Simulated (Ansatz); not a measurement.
Total energies of the cluster Al₃H₃ from Ansatz at PBE0-D4/def2-TZVPD, gas phase (1 Eh = 27.2114 eV = 2625.5 kJ/mol). The reference geometry is relaxed at PBE-D4/def2-TZVP.

```tsv
atom	x (Å)	y (Å)	z (Å)
Al1	-0.093	0.845	1.110
Al2	-1.448	1.071	-0.938
Al3	-0.420	-1.155	-0.667
H4	0.476	0.571	-0.727
H5	1.040	1.147	2.221
H6	0.445	-2.479	-0.998
```

| state | geometry | energy (Eh) |
| --- | --- | --- |
| charge 0 singlet | reference | -728.71593 |
| charge -1 doublet | reference | -728.75655 |
| free Al atom (doublet) | – | -242.24900 |
| free H atom (doublet) | – | -0.50104 |

(1) Work out the vertical electron affinity, to the doublet.

(2) What is the binding energy per atom against free atoms?

(1) E(charge 0 singlet) − E(charge -1 doublet) = -728.71593 − (-728.75655) = 0.04062 Eh = 1.11 eV.

(2) Atoms: 3 × (-242.24900) + 3 × (-0.50104) = -728.25012 Eh. Binding: -728.25012 − (-728.71593) = 0.46581 Eh = 12.68 eV, or 2.11 eV for each of 6 atoms (no zero-point energy, no counterpoise term).

The restricted singlet is unstable towards broken spin symmetry in Hartree–Fock (as tested in another run); at PBE0-D4/def2-TZVPD this wasn't settled. At PBE0-D4/def2-TZVPD the highest occupied level of the charge -1 doublet lies above zero (up to 0.39 eV). By energy differences its removal costs 1.11 eV (vertical, to the charge 0 singlet, at PBE0-D4/def2-TZVPD); a positive level beside a positive removal energy at the same level points to self-interaction error. 

The structure comes from a short search, and lower isomers may exist.
